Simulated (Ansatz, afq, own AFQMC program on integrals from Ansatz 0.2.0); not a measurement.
**AlBH2, singlet → AlBH$_{2}$⁺, doublet**

```yaml
atoms:
  - { symbol: B, position_ang: [0.0000, 0.0000, 1.4848] }
  - { symbol: Al, position_ang: [0.0000, 0.0000, -0.7557] }
  - { symbol: H, position_ang: [0.0000, 1.0050, 2.1514] }
  - { symbol: H, position_ang: [0.0000, -1.0050, 2.1514] }
```

Connectivity, by distances: BH2–Al.

E(doublet, charge +1) − E(singlet, charge +0) at this geometry, on RHF and UHF determinants.

Basis cc-pVTZ. Only valence electrons are correlated. Integrals, coupled cluster, full CI and functionals: Ansatz 0.2.0; the random walks run on the same integrals in our own AFQMC program. ph-AFQMC/CISD is guided by a CISD state made of CCSD amplitudes; releasing the constraint for a short imaginary time cuts its bias at the price of noise, slowly where states lie close. Error bars are statistical, one sigma. The errors of all members are added in quadrature.

No full CI on the walks' own integrals is used here; CCSDT(Q) serves as the reference and is uncertain by about the last step of the cluster series. Each member takes its own surest rung, up to full CI.

The best estimate is CCSD(T) at the basis-set limit (CBS: def2-TZVPP and def2-QZVPP, with their diffuse functions for anions and beside diffuse sets, CCSD(T) itself extrapolated) plus the step from CCSD(T) to CCSDT(Q) in cc-pVTZ. Rows without CBS are in cc-pVTZ; B2PLYP and the wave-function rows carry a basis error of their own. Core correlation and relativity beyond core potentials are missing, and ± holds the sampling alone.

Cautions: AlBH₂ (singlet): higher spins were not checked, restricted determinant unstable towards unrestricted (UHF 204 meV lower, ⟨S²⟩ 0.69), its ph-AFQMC/CISD value lies 17 ± 5 meV above CCSDT(Q); AlBH₂⁺ (doublet): the released energies move by 1.5 errors or more from one time to the next, so no released level is given (meV from the phaseless value at times in 1/Eh: -9.8 ± 2.4 at 0.24, -9 ± 3 at 0.51, -8 ± 3 at 0.99, 0 ± 3 at 1.62, -10 ± 5 at 2.40), though the last usable value meets CCSDT(Q) within the noise.

```json
{"level": "CCSD", "vertical ionization energy (kcal/mol)": "172.2"}
{"level": "HF", "vertical ionization energy (kcal/mol)": "148.3"}
{"level": "MP2", "vertical ionization energy (kcal/mol)": "168.6"}
```

(1) From these cheaper values, estimate the vertical ionization energy at the level of the best estimate.

(1) 174.7 kcal/mol (best estimate, highest rung CCSDT(Q)).

| level | vertical ionization energy (kcal/mol) | error against the best estimate (kcal/mol) |
| --- | --- | --- |
| CCSD(T) | 173.2 | -1.5 |
| CCSDT | 173.3 | -1.4 |
| CCSDT(Q) | 173.3 | -1.4 |
| ph-AFQMC/CISD | 173.1 ± 0.1 | -1.6 ± 0.1 |
| HF/CBS | 148.3 | -26.3 |
| MP2/CBS | 170.8 | -3.9 |
| CCSD(T)/CBS | 174.5 | -0.1 |
| wB97M-V | 170.9 | -3.7 |

Correlation beyond CCSD(T) adds 0.1 kcal/mol. Going to the basis-set limit adds 1.4 kcal/mol at CCSD(T). The perturbative (T) step is worth +0.9 kcal/mol.

Best estimates are given only where the step beyond CCSD(T) is under 0.3 eV and no member's determinant is very poor (T1 over 0.05, or 0.07 for open shells, ⟨S²⟩ too high by 0.3, two states mixed), so the hardest cases are missing from such tables.

The functionals ran in a triple-zeta set and keep a basis error of their own, a few kJ/mol for each bond in atomization energies and more for double hybrids, so close places among them and the extrapolated levels can swap.

CCSDT and higher add their correlation energy to the determinant of the CCSD(T) run, since their own runs factorise the integrals more tightly (a shift of under 2 meV). Each member of a difference takes its own highest rung, so a best estimate needn't equal the limit plus the step of one row. A walk keeps the symmetry of its determinant, which the program's search chose and which needn't be the lowest solution, so a lower state of the same spin and another symmetry isn't excluded.
